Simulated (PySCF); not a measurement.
## Simulated absorption spectrum

Species: BH2(vinyl), C₂H₅B.
SMILES: `[H]B([H])C=C`

Level of theory: PySCF 2.14.0, density-fitted response routines, TDDFT CAM-B3LYP/def2-SVPD, vertical, gas phase, core orbitals frozen in the response. One conformer (not necessarily the lowest) at the PBE0-D3(BJ)/def2-SVP geometry, without solvent, vibrations or thermal averaging.

Computed states:

```
state  E (eV)       f
   S1    5.40  0.0001
   S2    5.49  0.0022
   S3    6.01   0.304
   S4    7.54  0.0032
   S5    8.16   0.078
   S6    8.54  0.0054
   S7    8.81   0.083
   S8    8.87  0.0005
   S9    8.91  0.0000
  S10    9.10  0.0089
```

Each state is given a Gaussian of 0.5 eV full width at half maximum, with ε(max) = 2.175×10⁸ f / Δν̃ (Δν̃ the width in cm⁻¹). The width is an assumption, not a result. The curve ends short of the highest state used, and states not computed would add to its high-energy end.

**Question.** What does the envelope look like, and where are its maxima?

**Answer.** 
E (eV), ε (L mol⁻¹ cm⁻¹) and a bar:
```
     4.65          0 
     4.72          0 
     4.79          1 
     4.86          2 
     4.93          4 
     5.00         10 
     5.07         20 
     5.14         37 
     5.21         67 
     5.28        121 
     5.35        230 
     5.42        458 #
     5.49        931 ##
     5.56       1836 ###
     5.63       3380 ######
     5.70       5690 ###########
     5.77       8670 ################
     5.84      11897 ######################
     5.91      14669 ###########################
     5.98      16237 ##############################
     6.05      16127 ##############################
     6.12      14371 ###########################
     6.19      11487 #####################
     6.26       8237 ###############
     6.33       5298 ##########
     6.40       3057 ######
     6.47       1582 ###
     6.54        735 #
     6.61        306 #
     6.68        114 
     6.75         38 
     6.82         12 
     6.89          5 
     6.96          5 
     7.03          9 
     7.10         19 
     7.17         37 
     7.24         62 
     7.31         96 
     7.38        133 
     7.45        172 
     7.52        216 
     7.59        282 #
     7.66        409 #
     7.73        654 #
     7.80       1077 ##
     7.87       1703 ###
     7.94       2490 #####
     8.01       3309 ######
     8.08       3973 #######
     8.15       4312 ########
     8.22       4257 ########
     8.29       3890 #######
     8.36       3413 ######
     8.43       3071 ######
     8.50       3040 ######
```

Maxima: 206 nm (6.01 eV), ε about 16000, made up of S3 (100%); 152 nm (8.17 eV), ε about 4300, made up of S5 (97%) (ε in L mol⁻¹ cm⁻¹; maxima over ε = 5, shares over 10%). At its high-energy end, 8.50 eV, the curve is still rising (ε about 3000, from S5 and S7).

**Question.** On this curve, what absorbance would a 10⁻³ mol/L sample give at 193 nm over a 1 cm path?

**Answer.** 193 nm is 6.424 eV, where ε is about 2500 L mol⁻¹ cm⁻¹, so A = ε c l ≈ 2.5 (Beer–Lambert, with the gas-phase spectrum and the assumed width).

**Question.** Coming from long wavelengths, where does ε first pass 100 L mol⁻¹ cm⁻¹?

**Answer.** At about 236 nm (5.26 eV), 0.15 eV below S1.

**Question.** What would ε be at 6.01 eV, the highest of these maxima, with half the width (0.25 eV)?

**Answer.** About 32800 L mol⁻¹ cm⁻¹ against 16400, a factor of about 2.00; a lone state at its own centre would give exactly 2.
